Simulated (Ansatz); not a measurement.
Reaction (isomerisation): `O[C@@H]1C[C@@H]1O` → `COCC=O`

Isolated molecules relaxed with PBE0-D4/def2-TZVP in Ansatz; ΔE leaves out vibrations. CBS: MP2 limit from def2 TZ/QZ plus the TZ coupled-cluster correction, frozen cores. Each species was taken in one conformer, which may not be the lowest.

| species | MP2/def2-QZVPP energy (Eh) |
| --- | --- |
| `O[C@@H]1C[C@@H]1O` | -267.94148 |
| `COCC=O` | -267.94727 |

(1) Work out ΔE.

Largest T1 diagnostic among the species: 0.013.

## Answers

(1) ΔE = (-267.94727) − (-267.94148) = -0.00579 Eh = -15.2 kJ/mol. CCSD(T)/CBS gives -24.4 kJ/mol.

From PBE to PBE0 (25 % exact exchange), in def2-TZVPP and without D4, ΔE moves by +9.6 kJ/mol. In def2-TZVPP, CCSD(T) changes the Hartree–Fock value by +27.7 kJ/mol (the triples alone add +0.1 kJ/mol) and MP2 by +39.3 kJ/mol.
